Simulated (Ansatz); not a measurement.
Relaxation of BFH2 (4 atoms, charge 0, multiplicity 1), to a largest force component of 0.03 eV/Å in at most 50 steps.

Method: RKS B3LYP-D4/cc-pVDZ in Ansatz.

```xyz
4
Properties=species:S:1:pos:R:3
B -0.232 0.000 -0.850
F 1.108 0.000 1.280
H 1.695 0.000 0.558
H -1.335 0.000 -0.274
```

Problem. Where does it end, and by what steps?

Solution. The forces met the threshold. After 17 steps the energy has fallen by 5.100 eV; H3 moved furthest, 1.15 Å. Parted: F2–H3 (0.93 → 2.17 Å). Joined: B1–F2 (2.52 → 1.33 Å), B1–H3 (2.39 → 1.21 Å).

| step | energy less start (eV) | largest force component (eV/Å) | accepted |
| --- | --- | --- | --- |
| 0 | 0.0000 | 0.320 | yes |
| 1 | -0.0678 | 0.315 | yes |
| 2 | -0.1017 | 0.465 | yes |
| 3 | -0.1009 | 0.798 | no |
| 4 | -0.1150 | 0.141 | yes |
| 5 | -0.1172 | 0.105 | yes |
| 6 | -0.1183 | 0.073 | yes |
| 7 | -0.1217 | 0.115 | yes |
| 8 | -0.1371 | 0.500 | yes |
| 9 | -0.2264 | 1.338 | yes |
| 10 | -0.6990 | 3.173 | yes |
| 11 | -2.4729 | 4.919 | yes |
| 12 | -4.2628 | 2.967 | yes |
| 13 | -5.0140 | 0.921 | yes |
| 14 | -4.9327 | 3.351 | no |
| 15 | -5.0968 | 0.229 | yes |
| 16 | -5.1005 | 0.046 | yes |
| 17 | -5.1005 | 0.002 | yes |

```xyz
4
Properties=species:S:1:pos:R:3
B 0.304 0.000 0.124
F 0.421 0.000 1.452
H 1.321 0.000 -0.525
H -0.811 0.000 -0.337
```

Whether the end is a true minimum wasn't checked by a vibrational analysis.

Time of the run: 12 s on 1 thread of Arm Neoverse V1, with other jobs on the host, peak memory 0.093 GiB.
